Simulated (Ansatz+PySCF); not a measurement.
The numbers below are computed, except where a source is named.
A run of PySCF 2.14.0 on doublet H2Cl at this shape:

| atom | x (Å) | y (Å) | z (Å) |
| --- | --- | --- | --- |
| Cl | 0.0000 | 0.0000 | 0.0000 |
| H | 1.6528 | 0.0000 | 1.3869 |
| H | -1.6528 | 0.0000 | 1.3869 |

Its results:

* Converged: yes
* Reference energy: -460.43724 hartree
* CCSD correlation energy: -0.06060 hartree
* Triples correction: -0.00217 hartree
* Total energy: -460.50001 hartree
* Spin squared of the determinant: 1.482

Which input gives this output? Name the method, the orbitals and the basis set, and write the input.

UHF-CCSD(T) in 6-31G.

```python
from pyscf import gto, scf, cc

mol = gto.M(atom="""
Cl 0.000000 0.000000 0.000000
H 1.652850 0.000000 1.386900
H -1.652850 0.000000 1.386900
""", basis='6-31g', charge=0, spin=1)
mf = scf.UHF(mol)
mf.kernel()
mycc = cc.CCSD(mf, frozen=5).run()
et = mycc.ccsd_t()
print(mf.e_tot, mycc.e_corr, et, mycc.e_tot + et)
```

Caution: large amplitudes, a single reference is doubtful; the unrestricted determinant is spin contaminated.
